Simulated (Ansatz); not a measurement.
I need a single point from an input written key by key of CB (charge -1). Use the Ansatz DFT code, driven from Python. Settings: B97M-V, def2-TZVP basis, multiplicity 3.

The script reads `input.yaml`:
```yaml
crystal:
  periodic: [false, false, false]
  atoms:
    - { symbol: B, position_ang: [0.0, 0.0, 0.0] }
    - { symbol: C, position_ang: [0.0, 0.0, 1.625] }
magnetization:
  spin_polarized: true
  initial_magnetization: 2
total_charge: -1
basis:
  gaussian: { orbitals: def2-TZVP }
hamiltonian:
  xc: { name: B97M-V }
output:
  forces: true
```

`run_deck.py`
```python
import ansatz as az
import numpy as np
import pandas as pd

session = az.Session.from_deck("input.yaml")
report = session.plan(threads=1).execute().report

for key in ("converged", "free_energy_ev", "reference_energy_ev", "n_frozen", "n_occupied", "n_virtual"):
    print(f"{key:22s} {report[key]}")
symbols = ["B", "C"]
state = report["mean_field"]["state"]
print(f"mean field: {state['energy']['hartree']:.7f} Ha, <S^2> = {abs(state['spin_squared']):.4f}, stability: {state.get('stability', {}).get('kind')}")

print("forces (eV/A)")
for symbol, f in zip(symbols, report["forces_ev_ang"]):
    print(f"  {symbol:2s} {f[0]:9.4f} {f[1]:9.4f} {f[2]:9.4f}")
charges = report["charge_distribution"]
table = pd.DataFrame({"atom": symbols, "mulliken": charges["mulliken_charges_e"], "lowdin": charges["lowdin_charges_e"]})
print(table.round(3).to_string())
print("dipole (e A):", np.round(charges["dipole_moment_e_ang"], 4) + 0.0)
```

`python run_deck.py` gives:
```text
converged              True
free_energy_ev         -1707.5472131543668
reference_energy_ev    -1707.5472131543668
n_frozen               0
n_occupied             [7, 5]
n_virtual              [55, 57]
mean field: -62.7512027 Ha, <S^2> = 2.0135, stability: minimum
forces (eV/A)
  B     0.0000    0.0000    4.4877
  C     0.0000   -0.0000   -4.4877
  atom  mulliken  lowdin
0    B     -0.44  -0.719
1    C     -0.56  -0.281
dipole (e A): [0.    0.    0.076]
```

Total energies depend on the basis set; only differences at equal settings carry meaning. The geometry is a force-field or estimated start, not a minimum of this method, and the basis set is short of its limit. The run takes the species as open-shell (spin multiplicity 3), which needn't be its ground state. The Löwdin charges here are taken after orthogonalising the functions within each atom; they differ from plain Löwdin charges, and their signs can be unphysical. An ion's dipole depends on the origin; the program takes it about the centre of nuclear charge. The spin state was assumed, and another may lie lower. Anions want diffuse functions, which this basis lacks. Wall time of the script: 15 s on 1 thread of Arm Neoverse V2, with other jobs on the host, peak memory 0.23 GiB.
